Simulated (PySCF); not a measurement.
**Core-level binding energies of trans 3-chloropropionitrile**

Compound: trans 3-chloropropionitrile, C₃H₄ClN.
Cartesian coordinates in Å at the PBE0-D3(BJ)/def2-SVP level; atoms count from 1:
```xyz
9
C3H4ClN angstrom
N      1.6624   -2.0795   -0.3368
C      0.7618   -1.3915   -0.1041
C     -0.3504   -0.4926    0.1787
C      0.0144    0.9579   -0.1146
Cl    -1.3706    2.0191    0.2314
H     -0.6419   -0.6014    1.2352
H     -1.2193   -0.7918   -0.4284
H      0.2874    1.0916   -1.1698
H      0.8562    1.2880    0.5085
```

Level of theory: delta-SCF UKS SCAN, pcX-2 on the ionised atom, pcseg-1 elsewhere, spin-free X2C in PySCF. These are vertical core ionisation energies against the vacuum level, from separate self-consistent calculations with and without the core hole.

Q: Give the core binding energies atom by atom.

A: 
```tsv
atom(s)	bonded to	level	binding energy (eV)	2p1/2 (eV)	above the level's lowest (eV)	count
Cl5	C	Cl 2p3/2	206.63	208.28	0.00	1
C2	N (triple bond) and C	C 1s	292.77	–	0.00	1
C3	2 C and 2 H	C 1s	292.96	–	+0.19	1
C4	Cl, C and 2 H	C 1s	293.21	–	+0.44	1
N1	C (triple bond)	N 1s	405.54	–	0.00	1
Cl5	C	Cl 1s	2829.22	–	0.00	1
```

The listed C 1s values span 0.44 eV, from C2 (bonded to N (triple bond) and C) to C4 (bonded to Cl, C and 2 H). Summing the Pauling electronegativity differences to the bonded atoms, each weighted by its formal bond order, gives +1.47 for the lowest site and -0.09 for the highest; the largest sum, +1.47, belongs to C2, 0.44 eV below the top. The smallest sum, -0.70, belongs to C3, 0.19 eV above the lowest.

Q: Which photon wavelength matches the Cl 2p3/2 of Cl5 threshold?

A: λ = hc/E = 12398.42 eV Å / 206.63 eV = 60.003 Å.

Q: Which photon energy gives electrons from Cl 2p3/2 of Cl5 a kinetic energy of 20 eV, and what is their de Broglie wavelength?

A: hν = 206.63 + 20 = 226.63 eV, recoil neglected; λ = 12.264 Å/√(E/eV) = 2.74 Å.

The 2p values aren't plain energy differences: one relaxed spin-free 2p hole is combined with a matrix within the shell (ground-state 2p orbital-energy differences and spin–orbit coupling). 2p3/2, the mean of its two sublevels, lies a third of the splitting below the shell's mean and 2p1/2 two thirds above it; the statistical areas are 2:1. 2p1/2 minus 2p3/2 (ligand field included): Cl 1.65 eV. The structure is a single PBE0-D3(BJ)/def2-SVP conformer in the gas phase; no vibrational or solvent corrections.
